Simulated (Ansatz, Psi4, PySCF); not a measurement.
Molecule: hydrogen sulfide, H$_{2}$S, charge 0, multiplicity 1. SMILES: S
Structure (B3LYP-D3(BJ)/def2-TZVP (Ansatz, a program for electronic structure) minimum search):
```
S
H 1 1.3426
H 1 1.3426 2 92.55
```
Charge 0, spin multiplicity 1.

Property: vertical triplet-singlet gap, E(triplet) - E(singlet), in eV. Terms: 6-311+G** with 5d, 6d on Na to Ar in Ansatz; no spin-orbit coupling; each state is the SCF solution reached for its charge and spin; no dispersion term unless named; six Cartesian d functions in 6-31G* and its kin unless marked 5d; valence correlation only; non-relativistic; UHF or UKS for open shells. Ab initio and DFT rows: single points at B3LYP-D3(BJ) geometries (Ansatz). Levels can end on unlike triplets.

```
level               program  vertical triplet-singlet gap, E(triplet) - E(singlet) (eV)
------------------  -------  ----------------------------------------------------------
HF/6-31G*            Ansatz                                                        5.49
HF/6-311+G**         Ansatz                                                        5.39
PBE/6-31G*           Ansatz                                                        5.69
PBE/6-311+G**        Ansatz                                                        5.62
B3LYP/STO-3G         Ansatz                                                        8.11
B3LYP/3-21G          Ansatz                                                        6.31
B3LYP/6-31G*         Ansatz                                                        5.75
B3LYP/6-311+G**      Ansatz                                                        5.69
M06-2X/6-31G* (5d)    PySCF                                                        5.97
wB97X-D/6-31G*         Psi4                                                        5.95
MP2/6-31G*           Ansatz                                                        6.01
MP2/6-311+G**        Ansatz                                                        5.83
PBE0/def2-TZVPD      Ansatz                                                        5.48
M06-2X/def2-TZVPD     PySCF                                                        6.07
```

No value to compare with is used here. The 12 habitual levels span 5.39 (HF/6-311+G**) to 8.11 eV (B3LYP/STO-3G); PBE0/def2-TZVPD gives 5.48.

The levels are drawn from those run, B3LYP/6-31G* more often than the rest, none by its result; runs whose electronic state is in doubt are left out.
